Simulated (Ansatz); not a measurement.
# Strength of the O–C bond: C5H12O → C4H9 + CH3O

Species: C5H12O (tert-butyl methyl ether) `COC(C)(C)C`, singlet; C4H9 `C[C](C)C`, doublet; CH3O `C[O]`, doublet. 

Shapes, held fixed at every level: PBE0-D4/def2-TZVP. Flexible molecules stand in one conformer, not always the lowest. Programs: Ansatz 0.2.0. Electronic energies: no zero-point or thermal term.

| level | kind | ΔE (kJ/mol) | less CCSD(T)/CBS estimate |
| --- | --- | --- | --- |
| HF/def2-SVP | Hartree–Fock | +215.2 | -169.7 |
| PBE-D4/def2-TZVPP | GGA | +346.6 | -38.3 |
| r2SCAN-D4/def2-TZVPP | meta-GGA | +330.2 | -54.7 |
| CCSD(T)/def2-SVP | coupled cluster or CI | +367.2 | -17.7 |
| CCSD/def2-SVP | coupled cluster or CI | +355.8 | -29.1 |
| CCSD(T)/def2-TZVPP | coupled cluster or CI | +374.3 | -10.6 |
| CCSD(T)/CBS estimate | coupled cluster or CI | +384.9 | 0.0 |

The highest level, CCSD(T)/CBS estimate, gives ΔE = +384.9 kJ/mol; the levels span +215.2 to +384.9. The column of differences is taken from that level and isn't an error. Hartree–Fock misses the correlation of the pair that is broken and comes out low. No measured value is set beside it here. Open shells run unrestricted unless RO is named. The CBS estimate extrapolates MP2 from def2-TZVPP and def2-QZVPP and adds CCSD(T) − MP2 in the triple-zeta set, cores frozen.
